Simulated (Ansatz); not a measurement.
**Other spins and charges of Cl–Ga–PH, singlet at one geometry**

Geometry (PBE0/def2-TZVP stationary point for this spin, not checked as a minimum):

```yaml
atoms:
  - { symbol: Cl, position_ang: [0.0000, -0.3123, 2.6196] }
  - { symbol: Ga, position_ang: [0.0000, -0.3244, 0.5082] }
  - { symbol: P, position_ang: [0.0000, -0.3965, -1.6263] }
  - { symbol: H, position_ang: [0.0000, 1.0333, -1.5016] }
```

Basis cc-pVDZ; Ansatz 0.2.0. Correlated methods freeze the noble-gas cores and the filled d shells of p-block atoms. Prefix R: restricted or restricted open-shell reference; prefix U: unrestricted. No spin–orbit coupling is included, and no scalar relativity.

Gaps are energies of the second state less the first, at fixed atoms, for a selection of the levels run; each method lands on the state that its own search finds for that charge and spin.

Removing an electron, to the doublet: 7.944 eV at UCCSDT(Q).

```json
{"level": "UHF", "gap (eV)": "7.025", "error (meV)": "-919"}
{"level": "UMP2", "gap (eV)": "7.978", "error (meV)": "34"}
{"level": "UCCSD", "gap (eV)": "7.871", "error (meV)": "-73"}
{"level": "UCCSD(T)", "gap (eV)": "7.939", "error (meV)": "-5"}
{"level": "BCCD(T)", "gap (eV)": "7.938", "error (meV)": "-6"}
{"level": "UCCSDT", "gap (eV)": "7.935", "error (meV)": "-9"}
{"level": "PBE", "gap (eV)": "8.219", "error (meV)": "275"}
{"level": "r2SCAN", "gap (eV)": "8.242", "error (meV)": "298"}
{"level": "PBE0", "gap (eV)": "8.197", "error (meV)": "253"}
{"level": "B3LYP", "gap (eV)": "8.217", "error (meV)": "273"}
{"level": "wB97M-V", "gap (eV)": "8.192", "error (meV)": "248"}
{"level": "B2PLYP", "gap (eV)": "8.089", "error (meV)": "145"}
{"level": "RPA-PBE", "gap (eV)": "8.094", "error (meV)": "150"}
```

In so small a basis the reference is far from its limit while semilocal and hybrid functionals are nearer theirs (RPA and double hybrids share much of the reference's basis error), so the functionals' errors here hold much of the reference's basis and frozen-core error, which can add to them or hide them.

Full CI isn't at hand for all of this; UCCSDT(Q) serves as the reference, and is uncertain by about the last step of the cluster series. The frozen core follows each run's orbitals, which can shift R against U totals by a few meV for light atoms and by up to 0.1 eV past Ca.
